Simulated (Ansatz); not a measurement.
Several settings on one geometry of AlH₃ (that of the charge 0 singlet, PBE0-D4/def2-TZVP). Ansatz on 4 threads of Arm Neoverse V2 on a shared host; times are rough.

```xyz
4

Al    0.000    0.000    0.000
H     1.585   -0.031    0.015
H    -0.766    1.389   -0.020
H    -0.820   -1.357    0.005
```

Totals from different functionals, basis sets or treatments of relativity can't be compared as stabilities.

HSE06 is defined as in plane-wave codes, on full-range PBE exchange. Correlated methods freeze 5 core orbitals.

The spins typed aren't always the lowest for that charge.

(1) Give the basis size and estimate the energy, ⟨S²⟩ and time of these runs.

| run | method | charge | state | further keys |
| --- | --- | --- | --- | --- |
| 1 | RKS HSE06, rpa/def2-SVP | 0 | singlet | nuclear_model: gaussian; scf: {lower_state_search: off} |
| 2 | RKS B2GP-PLYP/def2-SVP | 0 | singlet | accuracy: high; scf: {omitted_lower_state_checks: [starts]}; forces asked |
| 3 | UKS PBE0-D3(BJ)-ATM/def2-mTZVPP | 1 | doublet | scf: {lower_state_search: off} |

Answers

(1) 
```csv
run,functions,energy (Eh),⟨S²⟩,wall time
1,33,-243.7166,–,0.2 s
2,33,-243.9450,–,0.75 s
3,37,-243.6639,0.76,0.25 s
```
